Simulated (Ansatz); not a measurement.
This Ansatz (an electronic-structure program) input (CCSD(T)/aug-pcseg-2) gives -833.49214 Eh with 146 basis functions. A basis named .json is the Basis Set Exchange file of that set (core-valence sets with the plain set on hydrogen).

Ansatz 0.2 input:
```yaml
crystal:
  periodic: [false, false, false]
  atoms:
    - {symbol: S, position_ang: [-0.00000000, -0.00000000, -1.55270816]}
    - {symbol: C, position_ang: [0.00000000, 0.00000000, 0.00000000]}
    - {symbol: S, position_ang: [0.00000000, 0.00000000, 1.55270816]}
basis:
  gaussian:
    orbitals: aug-pcseg-2
magnetization: {spin_polarized: false}
correlation: {method: ccsd_t, electrons: outside_noble_gas}
```

Change:
```diff
- orbitals: aug-pcseg-2
+ orbitals: jun-cc-pV_T+d_Z.json
```

Question: What does the run give now?

Answer: -833.51715 Eh (CCSD(T)/jun-cc-pV(T+d)Z, 135 functions), a change of -25.01 mEh.
